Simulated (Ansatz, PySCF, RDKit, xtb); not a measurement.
**CH2NaS: from the formula to a structure**

Task: start from the formula CH2NaS (odd number of electrons), draw up candidate structures, narrow them down in stages, and characterise the one that lies lowest at 298.15 K.

Plan: many cheap relaxations first (GFN2-xTB), then density-functional screening, relaxation at PBE-D3(BJ)/def2-SVP, vibrations and a final energy. The numbers are computed, not measured.

6 further runs of the same task are left out: 6 set aside as unsound or not needed.

### 1 Possible bonding patterns

All bonding patterns within simple valence rules are listed by program: one Lewis structure each, at most two rings and one unusual centre or charged pair. O–O, O–halogen and N–halogen bonds and N–N–N chains are not drawn. That gives 7 candidates.

| label | SMILES | spin |
| --- | --- | --- |
| c210 | [Na][CH2][S] | doublet |
| c337 | [CH2+][Na-][S] | doublet |
| c454 | [CH]=[S+][NaH-] | doublet |
| c463 | [Na][CH]S | doublet |
| c597 | [CH]1[Na-][SH+]1 | doublet |
| c781 | [CH]=[SH][Na] | doublet |
| c783 | [CH2][S][Na] | doublet |

Candidates are built by distance geometry, with a force field where one applies, in up to four conformers (letters a to d). 6 starts with atoms placed at random are added, to find patterns that the rules miss.

Q: Predict the outcome of this search (final energies at CCSD(T)/def2-TZVP).

| quantity | value |
| --- | --- |
| lowest structure found | [CH2][S][Na], doublet, C1 |
| next finalist | [Na][CH]S, doublet, 32.5 kcal/mol higher in G |
| share at equilibrium, among the finalists | 100.0 % |
| harmonic wavenumbers, lowest and highest (PBE-D3(BJ)/def2-SVP) | 86 and 3131 cm⁻¹ |
| rotational constants, same geometry | 0.7025, 0.1291, 0.1109 cm⁻¹ |
| dipole moment (PBE0/def2-TZVPD) | 7.75 D |
| HOMO energy (highest over α and β) (PBE0/def2-TZVPD) | -3.68 eV |
| LUMO energy (lowest over α and β) (PBE0/def2-TZVPD) | -1.93 eV |
| lowest excitation (TD-PBE0/def2-SVPD) | 1.00 eV (f = 0.085) |
| vertical ionisation energy (to the singlet cation) | 5.69 eV |
| vertical electron affinity | 0.19 eV |
| vertical quartet less doublet | +2.72 eV |

The search ends on `[CH2][S][Na]`. Among the finalists first place is clear (32.5 kcal/mol); structures outside the list aren't covered. GFN2-xTB, HF/STO-3G, r2SCAN-D4/def2-SVP, PBE-D3(BJ)/def2-SVP, HF/def2-TZVP and MP2/def2-TZVP already put its bonding pattern lowest among the structures in one piece. The stability test raises a flag; for an open shell a flag towards a general spinor solution can be the free rotation of the spin. The search is not exhaustive (a finite list of starts, one conformer a finalist), so a lower isomer can't be ruled out.
